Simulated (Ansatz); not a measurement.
SiHClF (SMILES F[SiH]Cl), doublet: a relaxation.

in.yaml

```yaml
crystal:
  periodic: [false, false, false]
  atoms:
    - {symbol: F, position_ang: [-0.983486, -0.260219, 1.240545]}
    - {symbol: Si, position_ang: [-0.262715, -0.179533, -0.312691]}
    - {symbol: Cl, position_ang: [1.994570, -0.470926, 0.041985]}
    - {symbol: H, position_ang: [-0.508717, 1.085577, -0.698188]}
basis:
  gaussian: {orbitals: STO-3G}
magnetization: {spin_polarized: true, initial_magnetization: 1}
hamiltonian: {xc: pbe, dispersion: d4}
relax: {f_tol: 0.2, max_steps: 30, max_displacement: 0.5}
```

Run by:

```bash
ansatz run in.yaml --threads 2 --pin off --events-out ev --progress --plain --max-ram 3481MiB
```

Output of Ansatz 0.2.0:

```
Functional definition: PBE
  name "PBE"
  cite "Perdew, Burke & Ernzerhof, Phys. Rev. Lett. 77, 3865 (1996) doi:10.1103/PhysRevLett.77.3865"
  parent pbe
  parameter kappa = 0.804
  parameter beta = 0.06672455060314922
  exchange = pbe_x(kappa = kappa, mu = beta*pi^2/3)
  correlation = pbe_c(beta = beta)
306 factors; integrals over basis functions are off by at most 6.0e-6 eV
mean field evaluation 1: about -22851.1947 eV, gradient 1.5e1 eV
mean field evaluation 2: about -22841.5012 eV, gradient 3.5e1 eV
mean field evaluation 4: about -22853.2882 eV, gradient 4.4e0 eV
mean field evaluation 8: about -22853.4647 eV, gradient 4.1e-2 eV
mean field -22853.46472390 eV, -839.8493379685 hartree, gradient 6.3e-5 eV, S^2 0.750900; 0 other end points of the search recorded, 0 dependent functions left out
the calculation of the forces begins
reference -22853.46473793 eV, -839.8493384843 hartree; 21, 20 occupied and 3, 4 virtual orbitals, 306 factors
relax step   1: F+E_penalty+E_count = -22853.53961626 eV  Δ(F+E_penalty+E_count) = +0.000e0 eV  max|allowed force component| = 4.443e0 eV/Å  Δτ_max = 0.0000 Å  (22 SCF iters, accepted)
these checks for a lower state are left out or cut short: starts, cluster_reference, orbital_swaps, neighbouring_geometries, increment
307 factors; integrals over basis functions are off by at most 1.0e-5 eV
mean field evaluation 16: about -22853.6905 eV, gradient 1.2e-2 eV
mean field -22853.67484142 eV, -839.8570596449 hartree, gradient 6.7e-5 eV, S^2 0.751046; 0 other end points of the search recorded, 0 dependent functions left out
the calculation of the forces begins
reference -22853.67485543 eV, -839.8570601598 hartree; 21, 20 occupied and 3, 4 virtual orbitals, 307 factors
relax step   2: F+E_penalty+E_count = -22853.75262903 eV  Δ(F+E_penalty+E_count) = -2.130e-1 eV  max|allowed force component| = 1.804e0 eV/Å  Δτ_max = 0.2880 Å  (27 SCF iters, accepted)
these checks for a lower state are left out or cut short: starts, cluster_reference, orbital_swaps, neighbouring_geometries, increment
306 factors; integrals over basis functions are off by at most 8.9e-6 eV
mean field -22853.91256776 eV, -839.8657959267 hartree, gradient 5.9e-5 eV, S^2 0.750992; 0 other end points of the search recorded, 0 dependent functions left out
the calculation of the forces begins
reference -22853.91258186 eV, -839.8657964450 hartree; 21, 20 occupied and 3, 4 virtual orbitals, 306 factors
relax step   3: F+E_penalty+E_count = -22853.98852367 eV  Δ(F+E_penalty+E_count) = -2.359e-1 eV  max|allowed force component| = 1.473e0 eV/Å  Δτ_max = 0.1945 Å  (27 SCF iters, accepted)
these checks for a lower state are left out or cut short: starts, cluster_reference, orbital_swaps, neighbouring_geometries, increment
306 factors; integrals over basis functions are off by at most 8.6e-6 eV
mean field -22853.88959502 eV, -839.8649516942 hartree, gradient 3.9e-5 eV, S^2 0.750701; 0 other end points of the search recorded, 0 dependent functions left out
the calculation of the forces begins
reference -22853.88960901 eV, -839.8649522083 hartree; 21, 20 occupied and 3, 4 virtual orbitals, 306 factors
relax step   4: F+E_penalty+E_count = -22853.96604460 eV  Δ(F+E_penalty+E_count) = +2.248e-2 eV  max|allowed force component| = 2.453e0 eV/Å  Δτ_max = 0.1219 Å  (27 SCF iters, rejected (line search))
these checks for a lower state are left out or cut short: starts, cluster_reference, orbital_swaps, neighbouring_geometries, increment
306 factors; integrals over basis functions are off by at most 1.0e-5 eV
mean field evaluation 32: about -22853.9682 eV, gradient 1.8e0 eV
mean field -22853.99020044 eV, -839.8686488751 hartree, gradient 2.1e-5 eV, S^2 0.750799; 0 other end points of the search recorded, 0 dependent functions left out
the calculation of the forces begins
reference -22853.99021451 eV, -839.8686493925 hartree; 21, 20 occupied and 3, 4 virtual orbitals, 306 factors
relax step   5: F+E_penalty+E_count = -22854.06678096 eV  Δ(F+E_penalty+E_count) = -7.826e-2 eV  max|allowed force component| = 2.093e-1 eV/Å  Δτ_max = 0.0453 Å  (26 SCF iters, accepted)
these checks for a lower state are left out or cut short: starts, cluster_reference, orbital_swaps, neighbouring_geometries, increment
306 factors; integrals over basis functions are off by at most 1.0e-5 eV
mean field -22853.99164785 eV, -839.8687020667 hartree, gradient 1.2e-5 eV, S^2 0.750793; 0 other end points of the search recorded, 0 dependent functions left out
the calculation of the forces begins
reference -22853.99166192 eV, -839.8687025836 hartree; 21, 20 occupied and 3, 4 virtual orbitals, 306 factors
relax step   6: F+E_penalty+E_count = -22854.06822223 eV  Δ(F+E_penalty+E_count) = -1.441e-3 eV  max|allowed force component| = 6.714e-2 eV/Å  Δτ_max = 0.0068 Å  (21 SCF iters, accepted)
306 factors; integrals over basis functions are off by at most 1.0e-5 eV
mean field -22853.99164785 eV, -839.8687020667 hartree, gradient 1.2e-5 eV, S^2 0.750793; 1 other end points of the search recorded, 0 dependent functions left out
the calculation of the forces begins
reference -22853.99166192 eV, -839.8687025836 hartree; 21, 20 occupied and 3, 4 virtual orbitals, 306 factors
Total energy: -22854.06823629 eV, -839.8715166399 hartree
Atom 0 at    -0.930547    -0.291463     1.238754 Å, force    -0.005305     0.012518     0.017053 eV/Å
Atom 1 at    -0.262293    -0.257036    -0.275342 Å, force     0.067139     0.018552    -0.038133 eV/Å
Atom 2 at     1.855703    -0.426589     0.041043 Å, force    -0.051118    -0.001256    -0.001982 eV/Å
Atom 3 at    -0.423211     1.149987    -0.732803 Å, force    -0.010716    -0.029814     0.023061 eV/Å
Dipole moment:    -0.589345     0.019804    -0.120379 e Å
```

Hardware: 2 CPU threads of an Arm Neoverse V2, shared host. Wall time about 3.4 s.
